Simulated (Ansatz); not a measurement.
The same path of ClH3Si + FH (7 atoms, charge 0, multiplicity 1) was run twice with different band settings. Lost on the way: Si1–H2, F6–H7. Made: Si1–F6, H2–H7.

Level of theory: Ansatz 0.2.0, RKS PBE0-D4/def2-SVP.

Relaxed end points:

```xyz
7
Properties=species:S:1:pos:R:3
Si -0.241 -0.260 -0.036
H -0.543 -0.462 1.402
Cl 1.841 -0.174 -0.265
H -0.820 0.998 -0.568
H -0.696 -1.427 -0.837
F 0.985 2.055 1.590
H 1.636 1.576 1.130
```

```xyz
7
Properties=species:S:1:pos:R:3
Si 0.014 0.452 -0.656
H 0.813 -0.257 3.067
Cl 1.875 -0.230 -1.173
H -0.604 1.115 -1.829
H -0.790 -0.671 -0.119
F 0.178 1.560 0.514
H 0.676 0.338 2.613
```

Common settings: movable images 5; climbing image yes; spring 5.0 eV/Å²; optimiser quadratic models (default); force threshold 0.03 eV/Å; iteration limit 60; end points relaxed.

| run | start path |
| --- | --- |
| 1 | through a guess of the saddle point |
| 2 | straight line |

What does each run give, and how far can it be trusted?

Run 1: converged after 28 iterations, highest image 1.437 eV above the first end. Neighbouring images differ by up to 2.1 eV, so the band resolves the path poorly. A vibrational analysis at the climbing image gives one clearly imaginary mode, 1106i cm⁻¹: a first-order saddle point.
Run 2: converged after 33 iterations, highest image 1.438 eV above the first end. Neighbouring images differ by up to 2.1 eV, so the band resolves the path poorly. Another band between the same ends (5 images) ends at a top of the same energy, where a vibrational analysis finds 1 clearly imaginary mode.
The orbitals stay closed-shell, which can raise the energy where a bond breaks towards radicals; this wasn't checked here.
